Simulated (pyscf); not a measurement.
Homolytic dissociation enthalpies at 298 K of O–Si, O–Sn bonds in 8 gas-phase molecules, in eV. Single points on ωB97X-D3(BJ)/def2-SVP structures (PySCF, gas phase). Correlated levels are frozen-core, on RHF or UHF. ΔMP2 is the change of the MP2 total energy from the triple- to the quadruple-zeta basis. Both columns use the same structures and thermal terms. Rows were drawn at random from the closed-shell molecules with such a bond whose radicals are computed, keep their shape and have no isomer in the data more than 5 kcal/mol lower.

| row | molecule | radicals | B3LYP-D3(BJ)/def2-TZVP | CCSD(T)/def2-TZVPP + ΔMP2(QZVPP) |
|---|---|---|---|---|
| 1 | HO–Si(OH)(F)–Cl | OH• + HO–Si•(F)–Cl | 5.64 | 5.93 |
| 2 | HO–SiH₂–F | OH• + F–SiH₂• | 5.53 | 5.76 |
| 3 | HO–SiH(OH)–F | OH• + HO–SiH•–F | 5.68 | 5.94 |
| 4 | H₃Si–O–Al(Cl)–Cl | SiH₃• + •O–Al(Cl)–Cl | 5.56 | 5.80 |
| 5 | H₂N–SiH(OH)–F | H₂N–SiH•–F + OH• | 5.64 | 5.90 |
| 6 | H₂N–SiH(OH)–Cl | H₂N–SiH•–Cl + OH• | 5.45 | ? |
| 7 | H₂N–Si(OH)(F)–F | H₂N–Si•(F)–F + OH• | 5.75 | 6.03 |
| 8 | HO–SnH₂–OH | OH• + HO–SnH₂• | 3.82 | 4.12 |

### Question
Fit a line that carries the B3LYP-D3(BJ) values to the last column and predict row 6.

### Answer
In the 7 complete rows the last column lies 0.23 to 0.30 eV from B3LYP-D3(BJ) (mean 0.27, median 0.26). Least squares gives y = 0.37 + 0.98·x with residuals of 0.02 eV (root mean square). For row 6: 0.37 + 0.98 × 5.45 = 5.71 eV. The computed value is 5.72 eV, 0.01 over the line. The CCSD(T) − MP2 part came from Ansatz, without density fitting, on the same reference. The frozen core leaves the outer d or s,p core shells of the metals and heavy elements correlated in the MP2 and CC values, and def2-TZVPP describes them poorly, which can shift differences by a few kcal/mol. Left out: the spin-orbit lowering of OH. Elements past Kr carry the def2 core potentials, without spin-orbit coupling.
